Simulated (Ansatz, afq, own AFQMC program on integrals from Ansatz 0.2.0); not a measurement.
## SiH₃⁺, singlet: AFQMC among the cluster methods

```xyz
4

Si    0.0000    0.0000    0.0000
H     2.2020    0.0213   -0.0001
H    -1.1194    1.8964   -0.0043
H    -1.0826   -1.9176    0.0045
```

Basis cc-pVDZ. Noble-gas cores (and the filled d shells of Ga–Kr and In–Xe) are frozen. AFQMC by an in-house program on the Cholesky factors that Ansatz 0.2.0 writes for its CCSD(T) run. ph-AFQMC/CISD is guided by a CISD state made of CCSD amplitudes; releasing the constraint for a short imaginary time cuts its bias at the price of noise, slowly where states lie close. Uncertainties: one standard error, sampling alone.

Determinant: RHF, the one that the program's search chose, which needn't be the lowest solution. The geometry is a point of a scan.

Full CI on the same integrals is exact in this basis and with this determinant's frozen core.

Cautions: restricted determinant unstable towards unrestricted (UHF 821 meV lower, ⟨S²⟩ 1.16); strong correlation (T1 0.026, weight of the determinant 0.81, largest double 0.19); CCSD(T) is in doubt: in a space of 6 electrons in 9 natural orbitals full CI lies 89 meV below it; the released energies are still falling, so no released level is given (meV from the phaseless value at times in 1/Eh: -7 ± 4 at 0.24, -12 ± 4 at 0.51, -26 ± 4 at 0.99, -37 ± 4 at 1.62, -48 ± 3 at 2.40).

The T1 diagnostic is 0.0263 and the weight of the determinant in the CISD state is 0.811. The size of the correlated space is 6 electrons in 28 orbitals.

```csv
level,correlation energy (eV)
MP2,-2.9222
CCSD,-4.1562
CCSD(T),-4.3505
```

Question: Estimate where full CI lies against CCSD(T) on the same integrals.

Answer: 3.83 mEh below CCSD(T).

Reference: full CI, correlation energy -4.455 eV.

```json
{"level": "CCSD(T)", "E − E(reference) (mEh)": "3.83", "share of correlation (%)": "97.66"}
{"level": "CCSDT", "E − E(reference) (mEh)": "0.89", "share of correlation (%)": "99.46"}
{"level": "CCSDT(Q)", "E − E(reference) (mEh)": "0.25", "share of correlation (%)": "99.85"}
{"level": "CCSDTQ", "E − E(reference) (mEh)": "-0.01", "share of correlation (%)": "100.01"}
{"level": "ph-AFQMC/CISD", "E − E(reference) (mEh)": "3.01 ± 0.15", "share of correlation (%)": "98.16"}
```

CCSDT and higher add their correlation energy to the determinant of the CCSD(T) run, since their own runs factorise the integrals more tightly (a shift of under 2 meV). A walk keeps the symmetry of its determinant, which the program's search chose and which needn't be the lowest solution, so a lower state of the same spin and another symmetry isn't excluded.
